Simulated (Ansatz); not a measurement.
Predict the output of the script below (Ansatz 0.2.0 through its Python package).

`c3h10n2_conformers.py`
```python
import ansatz as az
from rdkit import Chem
from rdkit.Chem import AllChem

config = {
    "basis_set": "def2-SVP",
    "xc": "b3lyp",
    "dispersion": "d3bj",
}


def main() -> None:
    rd = Chem.AddHs(Chem.MolFromSmiles("CCC(N)N"))
    ids = list(AllChem.EmbedMultipleConfs(rd, numConfs=20, randomSeed=756, pruneRmsThresh=0.4))
    field = [energy for _, energy in AllChem.MMFFOptimizeMoleculeConfs(rd)]
    distinct = {round(e, 2): i for i, e in zip(ids, field)}
    chosen = sorted(distinct.items())[:3]
    found = []
    for force_field, index in chosen:
        c3h10n2 = az.Crystal.molecule()
        for atom, xyz in zip(rd.GetAtoms(), rd.GetConformer(index).GetPositions()):
            c3h10n2 = c3h10n2.atom(atom.GetSymbol(), xyz.round(5).tolist())
        calc = c3h10n2.calculation()
        calc = calc.basis(gaussian=config["basis_set"])
        calc = calc.functional(config["xc"], dispersion=config["dispersion"])
        found.append(calc.run(threads=1).report["free_energy_ev"])
    print("conformer   MMFF (kcal/mol)   this level (kcal/mol)")
    for (force_field, index), e in zip(chosen, found):
        print(f"{index:9d} {force_field - chosen[0][0]:17.2f} {23.060548 * (e - min(found)):17.3f}")


if __name__ == "__main__":
    main()
```

```console
$ python c3h10n2_conformers.py
conformer   MMFF (kcal/mol)   this level (kcal/mol)
        1              0.00             0.000
        2              0.67             0.331
        0              3.92             1.160
```

Notes:
- The conformers keep their force-field geometries.
- b3lyp holds the VWN-RPA fit, as in Gaussian; the form of ORCA and Turbomole is b3lyp5.
- Wall time of the script: 10 s on 1 thread of Arm Neoverse V2, on a shared host, peak memory 0.34 GiB.
